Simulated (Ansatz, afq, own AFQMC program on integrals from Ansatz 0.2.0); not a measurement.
## Where AFQMC and coupled cluster stand for C₃H₇, doublet

```xyz
10

C    -0.8894    0.3328   -1.1703
C     0.3808   -0.0352   -0.4945
C     1.1200    0.9422    0.3443
H    -1.4251   -0.5475   -1.5562
H    -1.5701    0.8758   -0.4909
H    -0.7215    1.0085   -2.0355
H     0.8930   -0.9517   -0.8054
H     0.4445    1.4840    1.0300
H     1.9042    0.4620    0.9487
H     1.6212    1.7223   -0.2670
```

Basis def2-TZVP. Only valence electrons are correlated. Ansatz 0.2.0 and our own AFQMC program on the same integrals; the CISD trial comes from CCSD amplitudes, and released means the phaseless constraint is let go. Free AFQMC starts from the CCSD state and is never constrained. Its projection time is finite, and what remains of the start isn't in its error. Uncertainties: one standard error, sampling alone.

Determinant: ROHF, the one that the program's search chose, which needn't be the lowest solution. The geometry is a PBE0/def2-SVP stationary point of this or a neighbouring charge and spin state.

No full CI on the walks' own integrals is used here. The released AFQMC energy serves as the reference, which it does only where one determinant dominates, the energy is flat over the last release times and near the phaseless one (40 meV or 2 meV an electron, half that with transition metals). On small molecules, where full CI could be run and the noise was under 10 meV, such values lay within 10 meV of it in 19 cases of 20, a flattering rate, since the rule was set on those same cases; what remains of the bias isn't in the error bar.

Cautions: the released value is read at 0.99 1/Eh with a noise of 10 meV, more than in the cases checked, later times being too noisy (meV from the phaseless value at times in 1/Eh: -5 ± 7 at 0.24, -10 ± 8 at 0.51, -10 ± 10 at 0.99, -43 ± 17 at 1.50).

- T1 diagnostic: 0.0142
- weight of the determinant in the CISD state: 0.832
- size of the correlated space: 19 electrons in 132 orbitals

```json
{"level": "MP2", "correlation energy (eV)": "-13.3584"}
{"level": "CCSD", "correlation energy (eV)": "-14.5835"}
{"level": "CCSD(T)", "correlation energy (eV)": "-15.0922"}
```

**Question.** Estimate where free-projection AFQMC lies against CCSD(T) on the same integrals.

**Answer.** 1.42 ± 0.50 kcal/mol below CCSD(T).

Reference: AFQMC with the constraint released, correlation energy -15.136 ± 0.010 eV.

```csv
level,E − E(reference) (kcal/mol),share of correlation (%)
CCSD(T),1.01 ± 0.23,99.71
ph-AFQMC/HF,-1.98 ± 0.81,100.57
ph-AFQMC/CISD,0.22 ± 0.29,99.94
free AFQMC,-0.41 ± 0.56,100.12
```

Free projections are given only where their last times agree within the noise and don't stop above the reference; a slow remainder of the start can still hide under it. Released energies are given only where the last usable release times agree within the noise; a slower fall can still hide under it.
